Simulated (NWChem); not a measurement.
C2F4 (tetrafluoroethylene): entropy by statistical mechanics

A singlet with charge 0, relaxed at B3LYP-D3(BJ)/def2-SVP (NWChem 7.3.0):

```xyz
6

F     1.1014   -1.3868    0.0000
C     0.0000   -0.6661    0.0000
F    -1.1014   -1.3868    0.0000
C     0.0000    0.6661    0.0000
F     1.1014    1.3868    0.0000
F    -1.1014    1.3868    0.0000
```

Harmonic wavenumbers in cm⁻¹: 197, 209, 401, 419, 532, 553, 560, 808, 1212, 1371, 1382, 1928.

Masses in u: F 18.998, C 12.011. Take T = 298.15 K, p = 1 bar, R = 8.3145 J/(mol K), kT/hc = 207.22 cm⁻¹, rigid rotor and harmonic oscillator.

Question: Work out S° at 298 K.

Answer: 
1. Translation (Sackur–Tetrode): S = R[3/2 ln M + 5/2 ln T − 1.1517] with M = 100.014 gives 166.3 J/(mol K).
2. Rotation: principal moments 92.185, 156.807, 248.992 u Å² give A, B, C = 0.1829, 0.1075, 0.0677 cm⁻¹; the symmetry number is σ = 4; q = (√π/σ)√((kT/hc)³/ABC) = 36229; S = R(ln q + 3/2) = 99.8.
3. Vibration: with u = ν̃/207.22, each mode gives R[u/(eᵘ − 1) − ln(1 − e⁻ᵘ)]; the sum is 33.4, most from 197 cm⁻¹ (9.0), 209 cm⁻¹ (8.6), 401 cm⁻¹ (4.0).
4. Spin: R ln 1 = 0.0.
5. Sum: 166.3 + 99.8 + 33.4 + 0.0 = 299.5 J/(mol K).

The tabulated value is 300.1 J/(mol K) (CRC Handbook of Chemistry and Physics): the model is off by -0.6. Where a soft mode is a torsion, a harmonic oscillator describes it poorly.
